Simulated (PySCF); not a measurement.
PySCF input (MN15/def2-TZVPD):

```python
from pyscf import gto, scf, dft

mol = gto.M(
    atom='''
    C    -0.00304735    0.42791482   -0.00613070
    C     1.20001360   -0.09023937    0.00044276
    F    -1.17652991   -0.15679382    0.00308106
    H     1.34031919   -1.16762619    0.01578439
    H     2.06665249    0.55271791   -0.00938634
    ''',
    basis='def2-tzvpd',
    charge=0,
    spin=1,
    verbose=4,
)

mf = dft.UKS(mol, xc='mn15').density_fit(auxbasis='def2-universal-jkfit')
mf.grids.level = 4
mf.conv_tol = 1e-9
mf.max_cycle = 100
mf.max_memory = 1500
mf.kernel()
if not mf.converged:
    mf = mf.newton()
    mf.kernel(mf.make_rdm1())
for _ in range(2):
    mo, _, stable, _ = mf.stability(return_status=True)
    if stable:
        break
    mf.kernel(mf.make_rdm1(mo, mf.mo_occ))
mf.analyze()
```

Output:

```
PySCF version 2.14.0

[INPUT] verbose = 4
[INPUT] num. atoms = 5
[INPUT] num. electrons = 23
[INPUT] charge = 0
[INPUT] spin (= nelec alpha-beta = 2S) = 1
[INPUT] symmetry False subgroup None
[INPUT] Mole.unit = angstrom
[INPUT] Symbol           X                Y                Z      unit          X                Y                Z       unit  Magmom
[INPUT]  1 C     -0.003047350000   0.427914820000  -0.006130700000 AA   -0.005758656906   0.808641814443  -0.011585343952 Bohr   0.0
[INPUT]  2 C      1.200013600000  -0.090239370000   0.000442760000 AA    2.267697049753  -0.170527694953   0.000836695139 Bohr   0.0
[INPUT]  3 F     -1.176529910000  -0.156793820000   0.003081060000 AA   -2.223319307259  -0.296297377824   0.005822359573 Bohr   0.0
[INPUT]  4 H      1.340319190000  -1.167626190000   0.015784390000 AA    2.532836188599  -2.206493714969   0.029828174143 Bohr   0.0
[INPUT]  5 H      2.066652490000   0.552717910000  -0.009386340000 AA    3.905407200750   1.044485474042  -0.017737611912 Bohr   0.0

nuclear repulsion = 60.748837388925
number of shells = 50
number of NR pGTOs = 181
number of NR cGTOs = 132
basis = def2-tzvpd
ecp = {}

******** <class 'pyscf.df.df_jk.DFUKS'> ********
method = DFUKS
initial guess = minao
damping factor = 0
level_shift factor = 0
DIIS = <class 'pyscf.scf.diis.CDIIS'>
diis_start_cycle = 1
diis_space = 8
diis_damp = 0
SCF conv_tol = 1e-09
SCF conv_tol_grad = None
SCF max_cycles = 100
direct_scf = False
number electrons alpha = 12  beta = 11
XC library pyscf.dft.libxc version 7.1.2
    S. Lehtola, C. Steigemann, M. J. T. Oliveira, and M. A. L. Marques,  SoftwareX 7, 1–5 (2018)
XC functionals = mn15
    H. S. Yu, X. He, S. L. Li, and D. G. Truhlar,  Chem. Sci. 7, 5032–5051 (2016)
    H. S. Yu, X. He, S. L. Li, and D. G. Truhlar,  Chem. Sci. 7, 5032–5051 (2016)
radial grids:
    Treutler-Ahlrichs [JCP 102, 346 (1995); DOI:10.1063/1.469408] (M4) radial grids

becke partition: Becke, JCP 88, 2547 (1988); DOI:10.1063/1.454033
pruning grids: <function nwchem_prune>
grids dens level: 4
symmetrized grids: False
atomic radii adjust function: <function treutler_atomic_radii_adjust>
small_rho_cutoff = 0
Set gradient conv threshold to 3.16228e-05
tot grids = 117472
******** <class 'pyscf.df.df.DF'> ********
auxbasis = def2-universal-jkfit
init E= -177.337309879575
  alpha nocc = 12  HOMO = -0.19128779203292  LUMO = -0.00405088587390878
  beta  nocc = 11  HOMO = -0.28827075631283  LUMO = -0.191287792032924

WARN: HOMO -0.19128779203292 >= LUMO -0.191287792032924
[...]
  beta  nocc = 11  HOMO = -0.317002278493128  LUMO = -0.0616864479572818
  HOMO = -0.306066980271  LUMO = -0.0616864479573  gap/eV = 6.64993
Extra cycle  E= -177.034743699524  delta_E= 7.01e-11  |g|= 2.19e-05  |ddm|= 3.44e-05
converged SCF energy = -177.034743699524  <S^2> = 0.76630216  2S+1 = 2.0162363
uhf_internal: lowest eigs of H = [0.19507463 0.25589273 0.40655082]
<class 'pyscf.df.df_jk.DFUKS'> wavefunction is stable in the internal stability analysis
**** SCF Summaries ****
Total Energy =                        -177.034743699524427
Nuclear Repulsion Energy =              60.748837388924969
One-electron Energy =                 -362.612042916940254
Two-electron Energy =                  124.828461828490830
Two-electron Coulomb Energy =          146.613007040468091
DFT Exchange-Correlation Energy =      -21.784545211977257
HOMO-LUMO gap [eV] =                     6.649933000566524
**** MO energy ****
                             alpha | beta                alpha | beta
MO #1   energy= -24.3318323671397  | -24.3285857841028  occ= 1 | 1
MO #2   energy= -10.1609307774187  | -10.1514156219315  occ= 1 | 1
MO #3   energy= -10.0562370119939  | -10.0566295918852  occ= 1 | 1
MO #4   energy= -1.30479930625323  | -1.29669401374224  occ= 1 | 1
MO #5   energy= -0.829498098340402 | -0.815029207091957 occ= 1 | 1
MO #6   energy= -0.671118593075231 | -0.656691811115703 occ= 1 | 1
MO #7   energy= -0.571846059579289 | -0.550194030938592 occ= 1 | 1
MO #8   energy= -0.558049693854408 | -0.549678056150638 occ= 1 | 1
MO #9   energy= -0.550032309443918 | -0.528851601452512 occ= 1 | 1
MO #10  energy= -0.476257068618239 | -0.471563825013508 occ= 1 | 1
MO #11  energy= -0.32767278551172  | -0.317002278493128 occ= 1 | 1
MO #12  energy= -0.306066980271178 | -0.0616864479572818 occ= 1 | 0
MO #13  energy= 0.0279204067969552 | 0.0502464941614496 occ= 0 | 0
MO #14  energy= 0.0598073969699339 | 0.0657754947273057 occ= 0 | 0
MO #15  energy= 0.0829647479314883 | 0.0901957846382651 occ= 0 | 0
MO #16  energy= 0.111471414136513  | 0.117000326801993  occ= 0 | 0
MO #17  energy= 0.132145638275779  | 0.138183655596422  occ= 0 | 0
MO #18  energy= 0.135250275021441  | 0.144853668735743  occ= 0 | 0
MO #19  energy= 0.153713449746698  | 0.156217150965873  occ= 0 | 0
MO #20  energy= 0.154406126296479  | 0.16325217806477   occ= 0 | 0
MO #21  energy= 0.18744546680805   | 0.195413534639441  occ= 0 | 0
MO #22  energy= 0.200862223977867  | 0.205455148477602  occ= 0 | 0
MO #23  energy= 0.231482941407912  | 0.231946530799723  occ= 0 | 0
MO #24  energy= 0.231632767073655  | 0.234400411564457  occ= 0 | 0
MO #25  energy= 0.262413269176792  | 0.272290829338936  occ= 0 | 0
MO #26  energy= 0.274163210557798  | 0.288984608773487  occ= 0 | 0
MO #27  energy= 0.292914103591825  | 0.29915255046176   occ= 0 | 0
MO #28  energy= 0.297894846224689  | 0.319183369675778  occ= 0 | 0
MO #29  energy= 0.320366106989521  | 0.331685434971156  occ= 0 | 0
MO #30  energy= 0.341403863506368  | 0.342803568816317  occ= 0 | 0
MO #31  energy= 0.347021143884041  | 0.352948228395126  occ= 0 | 0
MO #32  energy= 0.355446246945421  | 0.372465461949224  occ= 0 | 0
MO #33  energy= 0.372586055843993  | 0.378804189610857  occ= 0 | 0
MO #34  energy= 0.391329660845117  | 0.396250960779271  occ= 0 | 0
MO #35  energy= 0.406677555443846  | 0.414097517761991  occ= 0 | 0
MO #36  energy= 0.414648375656763  | 0.418720942675816  occ= 0 | 0
MO #37  energy= 0.44555701976349   | 0.457625477469829  occ= 0 | 0
MO #38  energy= 0.463467242659203  | 0.466658493136441  occ= 0 | 0
MO #39  energy= 0.469327185522625  | 0.475339877863416  occ= 0 | 0
MO #40  energy= 0.475055125324488  | 0.487123613381535  occ= 0 | 0
MO #41  energy= 0.502454384816083  | 0.516470119406548  occ= 0 | 0
MO #42  energy= 0.532016075214045  | 0.536741217172996  occ= 0 | 0
MO #43  energy= 0.547141564575545  | 0.558351368442419  occ= 0 | 0
MO #44  energy= 0.558834957592393  | 0.565418132136081  occ= 0 | 0
MO #45  energy= 0.598287955678594  | 0.603684384165895  occ= 0 | 0
MO #46  energy= 0.622572472270636  | 0.635949141088955  occ= 0 | 0
MO #47  energy= 0.657082305113327  | 0.658742086171464  occ= 0 | 0
MO #48  energy= 0.690714889601296  | 0.691691651071339  occ= 0 | 0
MO #49  energy= 0.691102066312928  | 0.694183014195354  occ= 0 | 0
MO #50  energy= 0.739113419053538  | 0.745946800612134  occ= 0 | 0
MO #51  energy= 0.749504977327133  | 0.754597872021485  occ= 0 | 0
MO #52  energy= 0.75708839115481   | 0.775661949901549  occ= 0 | 0
MO #53  energy= 0.80600538514875   | 0.817464655681661  occ= 0 | 0
MO #54  energy= 0.808704780576475  | 0.81769168627279   occ= 0 | 0
MO #55  energy= 0.850502224597832  | 0.857462044044535  occ= 0 | 0
MO #56  energy= 0.882152127185523  | 0.895882015733614  occ= 0 | 0
MO #57  energy= 0.897653735901398  | 0.913313178206696  occ= 0 | 0
MO #58  energy= 1.00767535773667   | 1.01674285987783   occ= 0 | 0
MO #59  energy= 1.05569594269431   | 1.05936194164072   occ= 0 | 0
MO #60  energy= 1.06178773381891   | 1.07098109063593   occ= 0 | 0
MO #61  energy= 1.1051169692226    | 1.12939701427332   occ= 0 | 0
MO #62  energy= 1.11110022953964   | 1.13278201264672   occ= 0 | 0
MO #63  energy= 1.18146308584934   | 1.20123718548053   occ= 0 | 0
MO #64  energy= 1.25862190519274   | 1.27975670073294   occ= 0 | 0
MO #65  energy= 1.25921475703072   | 1.28714358317529   occ= 0 | 0
MO #66  energy= 1.31597691726866   | 1.32356545112876   occ= 0 | 0
MO #67  energy= 1.39172910837235   | 1.42049966264826   occ= 0 | 0
MO #68  energy= 1.48298636949745   | 1.51964549853181   occ= 0 | 0
MO #69  energy= 1.51376423340781   | 1.52098417155701   occ= 0 | 0
MO #70  energy= 1.63458399269141   | 1.72599121423134   occ= 0 | 0
MO #71  energy= 1.75154490226624   | 1.7685272786316    occ= 0 | 0
MO #72  energy= 1.76083747107488   | 1.77481962917922   occ= 0 | 0
MO #73  energy= 1.81754476833464   | 1.82264019599265   occ= 0 | 0
MO #74  energy= 1.89440967442827   | 1.88919045912954   occ= 0 | 0
MO #75  energy= 1.9213902823832    | 1.92581905189807   occ= 0 | 0
MO #76  energy= 1.94295079043354   | 1.95198375603127   occ= 0 | 0
MO #77  energy= 1.98664852358108   | 1.99926563503749   occ= 0 | 0
MO #78  energy= 2.05999425461166   | 2.09191892833974   occ= 0 | 0
MO #79  energy= 2.21237400352548   | 2.2230197656047    occ= 0 | 0
MO #80  energy= 2.24326632536275   | 2.25586593258698   occ= 0 | 0
MO #81  energy= 2.24933536460783   | 2.2632584197482    occ= 0 | 0
MO #82  energy= 2.3014415193274    | 2.31399475329941   occ= 0 | 0
MO #83  energy= 2.39348561757754   | 2.40429785034364   occ= 0 | 0
MO #84  energy= 2.41950127150616   | 2.45105358164057   occ= 0 | 0
MO #85  energy= 2.47383015811974   | 2.4903367813872    occ= 0 | 0
MO #86  energy= 2.54256509358196   | 2.55141915313952   occ= 0 | 0
MO #87  energy= 2.56310622649009   | 2.57759288746937   occ= 0 | 0
MO #88  energy= 2.6109888023715    | 2.63443306745709   occ= 0 | 0
MO #89  energy= 2.66104674403605   | 2.71137711411234   occ= 0 | 0
MO #90  energy= 2.71346170214701   | 2.72822031092768   occ= 0 | 0
MO #91  energy= 2.79842908760918   | 2.82062685664099   occ= 0 | 0
MO #92  energy= 2.8395240058161    | 2.86699928617088   occ= 0 | 0
MO #93  energy= 2.90074961521109   | 2.94007698260068   occ= 0 | 0
MO #94  energy= 2.9299742048833    | 2.9443162135439    occ= 0 | 0
MO #95  energy= 3.00857317155384   | 3.04604706807088   occ= 0 | 0
MO #96  energy= 3.05923209777402   | 3.07559883733901   occ= 0 | 0
MO #97  energy= 3.06295163838684   | 3.08831973009021   occ= 0 | 0
MO #98  energy= 3.09294830295545   | 3.15036725291158   occ= 0 | 0
MO #99  energy= 3.14677675633659   | 3.21432398608366   occ= 0 | 0
MO #100 energy= 3.20023403574002   | 3.23622602796554   occ= 0 | 0
MO #101 energy= 3.22927029533581   | 3.27174209940729   occ= 0 | 0
MO #102 energy= 3.25209411431789   | 3.30993466959774   occ= 0 | 0
MO #103 energy= 3.34205174169501   | 3.35678470622592   occ= 0 | 0
MO #104 energy= 3.36670636336878   | 3.39124941938843   occ= 0 | 0
[...]
```

It need not be the lowest isomer of its formula.
